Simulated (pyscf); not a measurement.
Thermochemistry of product channels of F–W(F)(F)(F)=S + H atom (H•) on the doublet surface, in kJ/mol, from ωB97M-D3(BJ)/def2-TZVP energies (ideal gas, 1 atm, RRHO with modes under 100 cm⁻¹ raised to 100, one conformer, R ln 2 for chiral ones without a mode under 150 cm⁻¹). Optimised with ωB97X-D3(BJ)/def2-SVP in PySCF.

| products | ΔE | ΔH(298 K) | ΔG(600 K) | ΔG(1200 K) |
|---|---|---|---|---|
| [F–W(F)(F)(F)–SH]• | (withheld) | -174.8 | -126.0 | (withheld) |
| [F–W(F)(F)=S]• + hydrogen fluoride (HF) | -62.0 | -45.6 | -85.2 | (withheld) |
| SH• + F–W(F)(F)–F [singlet] | +84.9 | +94.4 | +60.1 | +33.0 |
| [F–WH(F)(F)(F)–S]• | +35.1 | +51.8 | +105.3 | +162.8 |

Task: Some entries are withheld; supply them.

Result: 
- [F–W(F)(F)(F)–SH]•, ΔE: -191.5
- [F–W(F)(F)(F)–SH]•, ΔG(1200 K): -74.4
- [F–W(F)(F)=S]• + hydrogen fluoride (HF), ΔG(1200 K): -118.0

These are energies of the channels, which say nothing of barriers. [F–WH(F)(F)(F)–S]• may be a fragile minimum: a first optimisation, from another start, lost the drawn bonds. Left out: orbital degeneracy and the spin-orbit lowering of SH. Open-shell species with a d-block atom are single-reference here; other states, and whether the spin sits on metal or ligand, were not checked. Elements past Kr carry the def2 core potentials, without spin-orbit coupling.
